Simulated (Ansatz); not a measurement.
# C₄H₅NO: basis-set convergence

One table from this session's results is given with a row withheld; the runs are named, their logs left out.

Method: one geometry, several basis sets; program: Ansatz 0.2.0, Gaussian basis.

Levels to be run: PBE0-D4/def2-SVP; ωB97M-V/def2-SVP; PBE0-D4/def2-QZVPP; ωB97M-V/def2-QZVPP; the functionals' def2-TZVPP values are taken from earlier runs.

### Structure used throughout

The geometry comes from an earlier relaxation with PBE0-D4 in a triple-zeta def2 set; it is a stationary point, not always the lowest conformer.

SMILES `Cc1ccno1`, 11 atoms, charge 0, spin multiplicity 1.

Atoms are counted from 1 here; the program's logs count them from 0.

Bond lengths: C1–C2 1.478 Å, C1–H7 1.089 Å, C1–H8 1.093 Å, C1–H9 1.093 Å, C2–C3 1.357 Å, C2–O6 1.338 Å, C3–C4 1.414 Å, C3–H10 1.077 Å, C4–N5 1.301 Å, C4–H11 1.081 Å, N5–O6 1.376 Å. Angles: C2–C1–H7 110.1°, C2–C1–H8 110.8°, C2–C1–H9 110.8°, H7–C1–H8 108.7°, H7–C1–H9 108.7°, H8–C1–H9 107.7°, C1–C2–C3 133.7°, C1–C2–O6 117.0°, C3–C2–O6 109.3°, C2–C3–C4 103.4°, C2–C3–H10 127.9°, C4–C3–H10 128.7°, C3–C4–N5 112.1°, C3–C4–H11 129.0°, N5–C4–H11 119.0°, C4–N5–O6 105.4°, C2–O6–N5 109.8°.

The first run:

Input file in.yaml:

```yaml
crystal:
  periodic: [false, false, false]
  atoms:
    - {symbol: C, position_ang: [-0.383273, -0.321578, 1.643296]}
    - {symbol: C, position_ang: [-0.156880, 0.041812, 0.229044]}
    - {symbol: C, position_ang: [0.745412, -0.347979, -0.705972]}
    - {symbol: C, position_ang: [0.380711, 0.403424, -1.847068]}
    - {symbol: N, position_ang: [-0.644138, 1.172401, -1.618806]}
    - {symbol: O, position_ang: [-0.986532, 0.945427, -0.305917]}
    - {symbol: H, position_ang: [0.350258, -1.060797, 1.962017]}
    - {symbol: H, position_ang: [-1.383588, -0.738809, 1.781176]}
    - {symbol: H, position_ang: [-0.298261, 0.556593, 2.287741]}
    - {symbol: H, position_ang: [1.545196, -1.060463, -0.596200]}
    - {symbol: H, position_ang: [0.831094, 0.409969, -2.829312]}
basis:
  gaussian: {orbitals: def2-SVP}
hamiltonian: {xc: pbe0, dispersion: d4}
output: {orbitals: {seedname: orbitals}}
```

Started as:

```
$ ansatz run in.yaml --threads 4 --pin off --events-out ev --progress --plain --max-ram 10444MiB
```

Among the steps run: PBE0-D4 in def2-SVP; ωB97M-V in def2-SVP; PBE0-D4 in def2-QZVPP; ωB97M-V in def2-QZVPP.

One of the session's tables, all rows but one given; the rest of the session is left out.

It belongs to the step «Density functionals: the series». 

```
functional       basis  HOMO (eV)  LUMO (eV)
   PBE0-D4    def2-SVP      -7.41      -0.16
   PBE0-D4  def2-TZVPP      -7.40      -0.28
   PBE0-D4  def2-QZVPP      -7.42      -0.33
   ωB97M-V    def2-SVP      -9.57       2.11
   ωB97M-V  def2-TZVPP      -9.58       1.90
   ωB97M-V  def2-QZVPP          ?          ?
```

Estimate the missing values for ωB97M-V, def2-QZVPP.

The run gave: HOMO (eV): -9.60; LUMO (eV): 1.79. In the column «HOMO (eV)» it is the lowest.
